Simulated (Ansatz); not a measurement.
# BClFH: molecular dynamics

Purpose: to follow the molecule's vibrations and see whether its bonds hold. The start is relaxed first. Runs: 150 steps of 0.5 fs under a Nosé-Hoover thermostat at 700 K; 150 steps of 0.5 fs under a Langevin thermostat at 3000 K. SMILES of the start: FBCl.

Method: UKS PBE0-D4/def2-SVP, in Ansatz 0.2.0.

## (1) The system as given

Bond lengths: F1–B2 1.475 Å, B2–Cl3 1.874 Å, B2–H4 1.170 Å. Angles: F1–B2–Cl3 122.4°, F1–B2–H4 114.0°, Cl3–B2–H4 123.6°.

As a file:

```xyz
4

F     1.3983    0.2669   -0.4519
B     0.0704   -0.0912    0.0817
Cl   -1.5179    0.6005   -0.6331
H     0.1048   -0.8365    0.9830
```

## (2) Preparing the start

The input, input.yaml:

```yaml
crystal:
  periodic: [false, false, false]
  atoms:
    - { symbol: F, position_ang: [1.3983, 0.2669, -0.4519] }
    - { symbol: B, position_ang: [0.0704, -0.0912, 0.0817] }
    - { symbol: Cl, position_ang: [-1.5179, 0.6005, -0.6331] }
    - { symbol: H, position_ang: [0.1048, -0.8365, 0.983] }
magnetization:
  spin_polarized: true
basis:
  gaussian: { orbitals: def2-SVP }
hamiltonian:
  xc: pbe0
  dispersion: d4
relax:
  f_tol: 0.02
  max_steps: 40
```

Run with:

```bash
$ ansatz run input.yaml --threads 1 --pin off --max-ram 2048MiB --backend cpu --events-out ev --progress --plain --runs-dir out
```

Output, shortened:

```text
Warning: RAYON_NUM_THREADS=1 ignored (pool sized by the plan → 1); use --threads N
[...]
Functional definition: PBE0
[...]
528 factors; integrals over basis functions are off by at most 2.4e-4 eV
[...]
mean field -15919.58896952 eV, -585.0341039447 hartree, gradient 1.7e-5 eV, S^2 0.000000; 0 other end points of the search recorded, 0 dependent functions left out
[...]
reference -15919.58898682 eV, -585.0341045805 hartree; 16, 16 occupied and 35, 35 virtual orbitals, 528 factors
relax step   1: F+E_penalty+E_count = -15919.62913011 eV  Δ(F+E_penalty+E_count) = +0.000e0 eV  max|allowed force component| = 4.641e0 eV/Å  Δτ_max = 0.0000 Å  (25 SCF iters, accepted)
[...]
relax step   5: F+E_penalty+E_count = -15920.36006922 eV  Δ(F+E_penalty+E_count) = -3.008e-4 eV  max|allowed force component| = 8.524e-2 eV/Å  Δτ_max = 0.0047 Å  (23 SCF iters, accepted)
[...]
relax step   6: F+E_penalty+E_count = -15920.36023455 eV  Δ(F+E_penalty+E_count) = -1.653e-4 eV  max|allowed force component| = 1.966e-2 eV/Å  Δτ_max = 0.0025 Å  (25 SCF iters, accepted)
528 factors; integrals over basis functions are off by at most 2.9e-4 eV
mean field -15920.31908511 eV, -585.0609351978 hartree, gradient 7.5e-6 eV, S^2 0.000000; 1 other end points of the search recorded, 0 dependent functions left out
[...]
reference -15920.31910230 eV, -585.0609358298 hartree; 16, 16 occupied and 35, 35 virtual orbitals, 528 factors
Total energy: -15920.36025174 eV, -585.0624480438 hartree
Atom 0 at     1.248538     0.282858    -0.464702 Å, force    -0.001439    -0.001337     0.001899 eV/Å
Atom 1 at     0.102582    -0.075907     0.062185 Å, force     0.003050    -0.016693     0.019658 eV/Å
Atom 2 at    -1.371467     0.570621    -0.610852 Å, force    -0.004014     0.002024    -0.002035 eV/Å
Atom 3 at     0.075947    -0.837872     0.993070 Å, force     0.002403     0.016005    -0.019522 eV/Å
Dipole moment:    -0.017701    -0.082197     0.101604 e Å
```

Wall time 14 s (1 thread of Intel Xeon Platinum 8259CL at 2.50GHz (Skylake/Cascade Lake), shared host); peak memory 0.15 GiB.

Step by step:

| step | energy from step 1 (eV) | largest force component (eV/Å) |
| --- | --- | --- |
| 1 | 0.0000 | 4.6411 |
| 2 | -0.5966 | 2.2814 |
| 3 | -0.6703 | 1.3594 |
| 4 | -0.7306 | 0.1204 |
| 5 | -0.7309 | 0.0852 |
| 6 | -0.7311 | 0.0197 |

Step 1 is the start.

After: Bond lengths: F1–B2 1.311 Å, B2–Cl3 1.745 Å, B2–H4 1.203 Å. Angles: F1–B2–Cl3 118.8°, F1–B2–H4 120.2°, Cl3–B2–H4 121.0°.

## (3) Run 1

150 steps of 0.5 fs under a Nosé-Hoover thermostat at 700 K, from the relaxed start.

The input, input.yaml:

```yaml
crystal:
  periodic: [false, false, false]
  atoms:
    - { symbol: F, position_ang: [1.248538, 0.282858, -0.464702] }
    - { symbol: B, position_ang: [0.102582, -0.075907, 0.062185] }
    - { symbol: Cl, position_ang: [-1.371467, 0.570621, -0.610852] }
    - { symbol: H, position_ang: [0.075947, -0.837872, 0.99307] }
magnetization:
  spin_polarized: true
basis:
  gaussian: { orbitals: def2-SVP }
hamiltonian:
  xc: pbe0
  dispersion: d4
md:
  timestep: 0.5
  n_steps: 150
  ensemble: nvt_nose_hoover
  temperature: 700.0
  initial_velocities: maxwell_boltzmann
  seed: 108082
```

Run with:

```bash
$ ansatz run input.yaml --threads 1 --pin off --max-ram 2048MiB --backend cpu --events-out ev --progress --plain --runs-dir out
```

Output, shortened:

```text
Warning: RAYON_NUM_THREADS=1 ignored (pool sized by the plan → 1); use --threads N
[...]
[... 1 set-up line as earlier in the session ...]
[...]
529 factors; integrals over basis functions are off by at most 2.4e-4 eV
[...]
mean field -15920.31908937 eV, -585.0609353545 hartree, gradient 2.7e-5 eV, S^2 0.000000; 0 other end points of the search recorded, 0 dependent functions left out
[...]
reference -15920.31910655 eV, -585.0609359859 hartree; 16, 16 occupied and 35, 35 virtual orbitals, 529 factors
md step     0: t =     0.00 fs  T =   700.0 K  F+E_penalty+E_count = -15920.36023881 eV  E_kin = 0.180964 eV  conserved = -15920.17927481 eV  (25 SCF iters)
[...]
md step    19: t =     9.50 fs  T =   287.7 K  F+E_penalty+E_count = -15920.25297612 eV  E_kin = 0.074382 eV  conserved = -15920.17881160 eV  (23 SCF iters, 3 dispersion substeps)
[...]
md step    38: t =    19.00 fs  T =   305.9 K  F+E_penalty+E_count = -15920.25693779 eV  E_kin = 0.079075 eV  conserved = -15920.17904987 eV  (25 SCF iters, 3 dispersion substeps)
[...]
md step    57: t =    28.50 fs  T =   162.3 K  F+E_penalty+E_count = -15920.21764827 eV  E_kin = 0.041966 eV  conserved = -15920.17874391 eV  (24 SCF iters, 3 dispersion substeps)
[...]
md step    74: t =    37.00 fs  T =   592.2 K  F+E_penalty+E_count = -15920.32679082 eV  E_kin = 0.153084 eV  conserved = -15920.17922623 eV  (31 SCF iters, 3 dispersion substeps)
md step    75: t =    37.50 fs  T =   599.0 K  F+E_penalty+E_count = -15920.32819988 eV  E_kin = 0.154844 eV  conserved = -15920.17918915 eV  (30 SCF iters, 3 dispersion substeps)
```

## (4) More of the same log: dynamics from the start

The log, continued, shortened:

```text
md step    76: t =    38.00 fs  T =   590.1 K  F+E_penalty+E_count = -15920.32551673 eV  E_kin = 0.152551 eV  conserved = -15920.17911530 eV  (25 SCF iters, 3 dispersion substeps)
[...]
md step    94: t =    47.00 fs  T =   398.4 K  F+E_penalty+E_count = -15920.27071730 eV  E_kin = 0.102986 eV  conserved = -15920.17876505 eV  (25 SCF iters, 3 dispersion substeps)
[...]
md step   112: t =    56.00 fs  T =   313.3 K  F+E_penalty+E_count = -15920.24481693 eV  E_kin = 0.081000 eV  conserved = -15920.17903869 eV  (24 SCF iters, 3 dispersion substeps)
[...]
md step   130: t =    65.00 fs  T =   192.0 K  F+E_penalty+E_count = -15920.20684719 eV  E_kin = 0.049626 eV  conserved = -15920.17863779 eV  (24 SCF iters, 3 dispersion substeps)
[...]
md step   148: t =    74.00 fs  T =   583.1 K  F+E_penalty+E_count = -15920.30376800 eV  E_kin = 0.150744 eV  conserved = -15920.17935792 eV  (30 SCF iters, 3 dispersion substeps)
[...]
md step   149: t =    74.50 fs  T =   589.8 K  F+E_penalty+E_count = -15920.30478603 eV  E_kin = 0.152488 eV  conserved = -15920.17929078 eV  (31 SCF iters, 3 dispersion substeps)
[...]
md step   150: t =    75.00 fs  T =   574.1 K  F+E_penalty+E_count = -15920.29993264 eV  E_kin = 0.148416 eV  conserved = -15920.17916526 eV  (27 SCF iters, 3 dispersion substeps)
Total energy: -15920.29994991 eV, -585.0602319921 hartree
Atom 0 at     1.212133     0.295948    -0.472202 Å, force     0.798372    -0.127648    -0.094494 eV/Å
Atom 1 at     0.117188    -0.115952     0.088437 Å, force    -0.919684     0.232070     0.412309 eV/Å
Atom 2 at    -1.358081     0.576138    -0.617386 Å, force     0.227256    -0.472549     0.404825 eV/Å
Atom 3 at     0.134685    -0.849171     1.082677 Å, force    -0.105944     0.368127    -0.722640 eV/Å
Dipole moment:     0.029897    -0.117303     0.118039 e Å
```

It took 4.3 min on 1 thread of Intel Xeon Platinum 8259CL at 2.50GHz (Skylake/Cascade Lake), shared host; peak memory 0.14 GiB.

## (5) What the atoms did

The trajectory, every 11 steps (energies from step 0):

| time (fs) | T (K) | potential energy change (meV/atom) | conserved energy change (meV/atom) |
| --- | --- | --- | --- |
| 0.0 | 700 | 0.0 | 0.00 |
| 5.5 | 297 | 26.1 | 0.10 |
| 11.0 | 370 | 21.4 | 0.05 |
| 16.5 | 224 | 31.1 | 0.13 |
| 22.0 | 322 | 24.9 | 0.12 |
| 27.5 | 211 | 32.4 | 0.12 |
| 33.0 | 247 | 30.3 | 0.12 |
| 38.5 | 570 | 10.1 | 0.06 |
| 44.0 | 474 | 17.0 | 0.05 |
| 49.5 | 462 | 18.5 | 0.02 |
| 55.0 | 269 | 31.6 | 0.09 |
| 60.5 | 541 | 14.8 | 0.01 |
| 66.0 | 163 | 40.3 | 0.14 |
| 71.5 | 267 | 34.1 | 0.16 |
| 75.0 | 574 | 15.1 | 0.03 |

time (fs), T (K) and a bar:
```
      0.0        700 ##############################
      3.5        397 #############
      6.5        285 #######
     10.0        312 #########
     13.0        379 ############
     16.5        224 ####
     19.5        312 #########
     23.0        365 ###########
     26.0        333 ##########
     29.5        157 
     32.5        231 ####
     36.0        527 ####################
     39.0        544 #####################
     42.5        486 ##################
     45.5        406 ##############
     49.0        470 #################
     52.0        272 ######
     55.5        293 ########
     58.5        384 #############
     62.0        523 ####################
     65.0        192 ##
     68.5        201 ##
     71.5        267 ######
     75.0        574 #######################
```

## (6) Positions and forces

Extended XYZ, with forces in eV/Å:

```xyz
4
time_fs=9.5 T=288 dE=0.1073
F     1.276    0.260   -0.448    0.794    0.817   -0.620
B     0.114   -0.018    0.033   -0.731   -0.683   -0.200
Cl   -1.389    0.565   -0.607   -0.017    0.493   -0.254
H     0.050   -0.851    0.841   -0.047   -0.627    1.074
4
time_fs=19.0 T=306 dE=0.1033
F     1.326    0.268   -0.454   -2.285   -0.235    0.533
B     0.088   -0.050    0.037    1.828    0.056   -0.388
Cl   -1.407    0.571   -0.608    0.405    0.148   -0.167
H     0.037   -0.825    0.955    0.052    0.031    0.022
4
time_fs=28.0 T=182 dE=0.1375
F     1.298    0.270   -0.445    0.522    0.161   -0.650
B     0.155   -0.087    0.027   -2.107    0.148    1.382
Cl   -1.414    0.578   -0.613    1.411   -0.538    0.191
H     0.071   -0.752    1.074    0.175    0.230   -0.923
4
time_fs=37.5 T=599 dE=0.0320
F     1.274    0.278   -0.458   -0.425    0.028   -0.127
B     0.115   -0.083    0.056    0.062    0.165    0.159
Cl   -1.391    0.575   -0.614    0.700   -0.345    0.274
H     0.161   -0.828    1.018   -0.337    0.152   -0.306
4
time_fs=47.0 T=398 dE=0.0895
F     1.235    0.287   -0.476   -0.777   -0.163    0.712
B     0.069   -0.061    0.087    1.663    0.183   -1.428
Cl   -1.353    0.565   -0.609   -0.957    0.535   -0.260
H     0.030   -0.896    0.894    0.071   -0.556    0.976
4
time_fs=56.0 T=313 dE=0.1154
F     1.183    0.294   -0.475    2.422    0.408   -0.519
B     0.105   -0.076    0.080   -1.816   -0.718    0.476
Cl   -1.334    0.566   -0.610   -1.044    0.401   -0.247
H    -0.019   -0.875    0.957    0.438   -0.090    0.290
4
time_fs=65.5 T=170 dE=0.1593
F     1.200    0.308   -0.482   -0.532   -0.770    0.549
B     0.070   -0.135    0.095    1.713    0.638    0.434
Cl   -1.339    0.575   -0.616   -0.667   -0.325    0.163
H     0.197   -0.826    1.139   -0.514    0.456   -1.147
4
time_fs=75.0 T=574 dE=0.0603
F     1.212    0.296   -0.472    0.798   -0.128   -0.095
B     0.117   -0.116    0.088   -0.920    0.232    0.412
Cl   -1.358    0.576   -0.617    0.227   -0.472    0.405
H     0.135   -0.849    1.083   -0.106    0.368   -0.723
```

Reading of run 1. Against a set 700 K the second half averages 381 K with a spread of 132 K; 25 meV/atom has gone into potential energy, and a thermostat that acts over some 100 fs has not made it up in 75 fs. The conserved energy strays from its start by at most 0.18 meV/atom, 0.8 % of the mean kinetic energy, which is good for a step of 0.5 fs. The bonds all hold.

## (7) Run 2

150 steps of 0.5 fs under a Langevin thermostat at 3000 K, from the relaxed start. H is given a mass of 2.014 u.

Changes to input.yaml since step 3:

```diff
@@ -17,5 +17,7 @@
   n_steps: 150
-  ensemble: nvt_nose_hoover
-  temperature: 700.0
+  ensemble: nvt_langevin
+  temperature: 3000.0
   initial_velocities: maxwell_boltzmann
-  seed: 108082
+  seed: 709424
+  friction: 0.01
+  masses: [{ species: H, mass: 2.014 }]
```

Run with:

```bash
$ ansatz run input.yaml --threads 1 --pin off --max-ram 2048MiB --backend cpu --events-out ev --progress --plain --runs-dir out
```

Output, shortened:

```text
Warning: RAYON_NUM_THREADS=1 ignored (pool sized by the plan → 1); use --threads N
[...]
[... 1 set-up line as earlier in the session ...]
[...]
529 factors; integrals over basis functions are off by at most 2.4e-4 eV
[...]
mean field -15920.31908937 eV, -585.0609353545 hartree, gradient 2.7e-5 eV, S^2 0.000000; 0 other end points of the search recorded, 0 dependent functions left out
[...]
reference -15920.31910655 eV, -585.0609359859 hartree; 16, 16 occupied and 35, 35 virtual orbitals, 529 factors
md step     0: t =     0.00 fs  T =  2250.0 K  F+E_penalty+E_count = -15920.36023881 eV  E_kin = 1.163340 eV  (25 SCF iters)
[...]
md step    19: t =     9.50 fs  T =  1754.5 K  F+E_penalty+E_count = -15920.16240574 eV  E_kin = 0.907130 eV  (30 SCF iters, 3 dispersion substeps)
[...]
md step    38: t =    19.00 fs  T =  1265.7 K  F+E_penalty+E_count = -15920.07747672 eV  E_kin = 0.654421 eV  (31 SCF iters, 3 dispersion substeps)
[...]
md step    57: t =    28.50 fs  T =  1164.3 K  F+E_penalty+E_count = -15920.15539307 eV  E_kin = 0.602007 eV  (31 SCF iters, 3 dispersion substeps)
[...]
md step    74: t =    37.00 fs  T =   543.2 K  F+E_penalty+E_count = -15919.79229109 eV  E_kin = 0.280831 eV  (24 SCF iters, 3 dispersion substeps)
md step    75: t =    37.50 fs  T =   667.3 K  F+E_penalty+E_count = -15919.83509001 eV  E_kin = 0.345021 eV  (31 SCF iters, 3 dispersion substeps)
```

## (8) The output, continued: dynamics from the start

The log, continued, shortened:

```text
md step    76: t =    38.00 fs  T =   722.3 K  F+E_penalty+E_count = -15919.88903842 eV  E_kin = 0.373464 eV  (31 SCF iters, 3 dispersion substeps)
[...]
md step    94: t =    47.00 fs  T =   831.8 K  F+E_penalty+E_count = -15919.57536763 eV  E_kin = 0.430093 eV  (31 SCF iters, 3 dispersion substeps)
[...]
md step   112: t =    56.00 fs  T =  1487.2 K  F+E_penalty+E_count = -15919.65994495 eV  E_kin = 0.768930 eV  (32 SCF iters, 3 dispersion substeps)
[...]
md step   130: t =    65.00 fs  T =  2096.1 K  F+E_penalty+E_count = -15919.66084573 eV  E_kin = 1.083769 eV  (29 SCF iters, 3 dispersion substeps)
[...]
md step   148: t =    74.00 fs  T =  1435.9 K  F+E_penalty+E_count = -15919.09448598 eV  E_kin = 0.742436 eV  (25 SCF iters, 3 dispersion substeps)
[...]
md step   149: t =    74.50 fs  T =  1432.2 K  F+E_penalty+E_count = -15919.10365235 eV  E_kin = 0.740495 eV  (25 SCF iters, 3 dispersion substeps)
[...]
md step   150: t =    75.00 fs  T =  1351.4 K  F+E_penalty+E_count = -15919.14266201 eV  E_kin = 0.698731 eV  (27 SCF iters, 3 dispersion substeps)
Total energy: -15919.14268000 eV, -585.0177031076 hartree
Atom 0 at     1.009173     0.592812    -0.262170 Å, force    -3.841456    -0.415702     0.722950 eV/Å
Atom 1 at    -0.382200     0.220879    -0.034088 Å, force     5.943373    -2.532173     2.466394 eV/Å
Atom 2 at    -1.412831     0.412901    -1.331718 Å, force    -1.349624     0.418079    -0.783988 eV/Å
Atom 3 at    -0.371229    -0.718110     1.082465 Å, force    -0.752293     2.529795    -2.405356 eV/Å
Dipole moment:    -0.298128     0.002351     0.008775 e Å
```

Wall time 4.5 min (1 thread of Intel Xeon Platinum 8259CL at 2.50GHz (Skylake/Cascade Lake), shared host); peak memory 0.14 GiB.

## (9) What the atoms did

One step in 6; energies are changes from step 0:

| time (fs) | T (K) | potential energy change (meV/atom) |
| --- | --- | --- |
| 0.0 | 2250 | 0.0 |
| 3.0 | 1490 | 56.3 |
| 6.0 | 1454 | 89.8 |
| 9.0 | 1564 | 54.9 |
| 12.0 | 1288 | 102.4 |
| 15.0 | 1614 | 65.0 |
| 18.0 | 1452 | 48.7 |
| 21.0 | 856 | 113.8 |
| 24.0 | 935 | 100.4 |
| 27.0 | 1192 | 44.1 |
| 30.0 | 1201 | 65.3 |
| 33.0 | 897 | 71.8 |
| 36.0 | 544 | 145.0 |
| 39.0 | 740 | 85.1 |
| 42.0 | 1824 | 20.6 |
| 45.0 | 1886 | 113.9 |
| 48.0 | 936 | 211.6 |
| 51.0 | 1062 | 216.3 |
| 54.0 | 1122 | 208.9 |
| 57.0 | 1367 | 148.2 |
| 60.0 | 2547 | 99.6 |
| 63.0 | 2054 | 155.7 |
| 66.0 | 2128 | 146.6 |
| 69.0 | 2870 | 75.4 |
| 72.0 | 1761 | 251.5 |
| 75.0 | 1351 | 304.4 |

time (fs), T (K) and a bar:
```
      0.0       2250 ######################
      3.5       1586 #############
      6.5       1241 #########
     10.0       1933 ##################
     13.0       1263 #########
     16.5       1725 ###############
     19.5       1169 ########
     23.0        712 ##
     26.0       1109 #######
     29.5       1154 ########
     32.5       1013 ######
     36.0        544 
     39.0        740 ###
     42.5       2117 ####################
     45.5       1656 ##############
     49.0       1029 ######
     52.0        996 ######
     55.5       1347 ##########
     58.5       2160 #####################
     62.0       2028 ###################
     65.0       2096 ####################
     68.5       2891 ##############################
     71.5       1849 #################
     75.0       1351 ##########
```

## (10) Snapshots as a file

Extended XYZ, with forces in eV/Å:

```xyz
4
time_fs=9.5 T=1754 dE=0.1978
F     1.251    0.315   -0.369    2.414    1.021   -1.318
B     0.142   -0.022    0.105   -3.524   -0.715    0.601
Cl   -1.407    0.520   -0.741    1.529   -0.523    0.896
H     0.146   -0.739    1.087   -0.420    0.217   -0.180
4
time_fs=19.0 T=1266 dE=0.2828
F     1.278    0.391   -0.325   -2.381   -0.472    0.679
B     0.033    0.019    0.113    1.209   -0.595    0.190
Cl   -1.422    0.462   -0.856    1.296   -0.299    0.875
H    -0.013   -0.740    1.188   -0.124    1.365   -1.744
4
time_fs=28.0 T=1335 dE=0.1837
F     1.238    0.418   -0.296   -2.135    0.086    0.211
B    -0.036    0.096    0.076    1.966    0.286   -1.901
Cl   -1.437    0.425   -0.936    0.646    0.198    0.357
H    -0.083   -0.607    0.988   -0.477   -0.570    1.334
4
time_fs=37.5 T=667 dE=0.5251
F     1.146    0.419   -0.277    6.038    2.166   -2.250
B     0.006    0.139   -0.015   -6.918   -3.321    3.261
Cl   -1.459    0.396   -1.019    0.996    0.199    0.231
H    -0.155   -0.541    1.071   -0.116    0.957   -1.242
4
time_fs=47.0 T=832 dE=0.7849
F     1.191    0.492   -0.270   -4.487   -1.852    0.471
B    -0.202    0.010   -0.010    4.662    3.431   -2.532
Cl   -1.481    0.411   -1.082    0.147   -0.186   -0.501
H    -0.444   -0.299    1.028   -0.322   -1.393    2.561
4
time_fs=56.0 T=1487 dE=0.7003
F     1.122    0.504   -0.248   -2.583   -1.438   -0.240
B    -0.166    0.029   -0.106    0.490    1.869    3.316
Cl   -1.491    0.404   -1.171    0.537   -0.259   -0.653
H    -0.661   -0.228    1.152    1.556   -0.173   -2.423
4
time_fs=65.5 T=1988 dE=0.6561
F     0.968    0.493   -0.244    5.681    2.284   -1.772
B    -0.167    0.125   -0.031   -5.166    0.113   -3.015
Cl   -1.479    0.390   -1.270    0.957   -0.172    0.969
H    -0.295   -0.388    0.903   -1.472   -2.224    3.817
4
time_fs=75.0 T=1351 dE=1.2176
F     1.009    0.593   -0.262   -3.841   -0.416    0.723
B    -0.382    0.221   -0.034    5.943   -2.532    2.466
Cl   -1.413    0.413   -1.332   -1.350    0.418   -0.784
H    -0.371   -0.718    1.083   -0.752    2.530   -2.405
```

On run 2: Against a set 3000 K the second half averages 1672 K with a spread of 580 K; 153 meV/atom has gone into potential energy, and a thermostat that acts over some 100 fs has not made it up in 75 fs. No bond forms or breaks.

## (11) Results

| quantity | value |
| --- | --- |
| relaxation of the start | 5 moves, 0.731 eV lower |
| run 1: length | 150 steps of 0.5 fs |
| run 1: temperature, first and last step | 700 and 574 K |
| run 1: temperature, second half | mean 381 K, from 163 to 599 K |
| run 1: potential energy, second half | +25 meV/atom from this run's first step |
| run 1: largest change of the conserved energy | 0.18 meV/atom |
| run 1: bonds formed or broken | 0 |
| run 2: length | 150 steps of 0.5 fs |
| run 2: temperature, first and last step | 2250 and 1351 K |
| run 2: temperature, second half | mean 1672 K, from 667 to 2891 K |
| run 2: potential energy, second half | +153 meV/atom from this run's first step |
| run 2: bonds formed or broken | 0 |

Mean temperatures of the second halves: 381 K, 1672 K. No bond formed or broke in any run. 75 fs on 4 atoms is far too short and small for converged averages. The nuclei move classically, without zero-point motion, which matters most for hydrogen.
